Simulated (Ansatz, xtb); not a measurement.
Species: C3H7O, net charge -1, singlet state. It need not be the lowest isomer of its formula. Whether it binds its extra electron was not tested at this geometry. 
Structure (B3LYP-D3(BJ)/def2-TZVP (Ansatz, a program for electronic structure) minimum search):
```xyz
11

O      0.1010     1.4162    -0.1253
C      0.0130     0.1766     0.3347
H      0.0081     0.0887     1.4746
C     -1.3047    -0.5436    -0.0971
C      1.2140    -0.7235    -0.1001
H     -1.3415    -0.5920    -1.1923
H      1.2410    -0.7765    -1.1954
H     -2.1566     0.0541     0.2394
H      2.1429    -0.2529     0.2343
H     -1.4034    -1.5624     0.3098
H      1.1679    -1.7460     0.3068
```
Charge -1, spin multiplicity 1.

Harmonic wavenumbers from GFN2-xTB (xtb, at its own minimum), cm⁻¹: 177, 222, 358, 418, 498, 759, 806, 873, 987, 1018, 1086, 1255, 1296, 1336, 1350, 1376, 1499, 1506, 1515, 1525, 2081, 2919, 2933, 2982, 2990, 2999, 3002.

Question: Give the harmonic wavenumbers at B3LYP-D3(BJ)/def2-TZVP (Ansatz, finite differences of forces, unscaled).

Answer: 228, 266, 354, 430, 488, 745, 804, 878, 992, 1082, 1133, 1231, 1312, 1323, 1336, 1348, 1454, 1463, 1467, 1487, 2450, 2930, 2946, 3008, 3018, 3051, 3056 cm⁻¹. Zero-point energy 57.6 kcal/mol.

Question: From these and the geometry, give the ideal-gas thermochemistry at 298.15 K and 1 atm (rigid rotor, harmonic oscillator).

Answer: Point group Cs, rotational symmetry number 1. Rotational constants 9.08, 8.206, 4.914 GHz. S(trans) 38.15, S(rot) 24.29, S(vib) 7.23, S(elec, spin only) 0.00, S 69.7 cal/(mol K). H(298) - H(0) 3.78 kcal/mol; G - E(el) 40.6 kcal/mol.
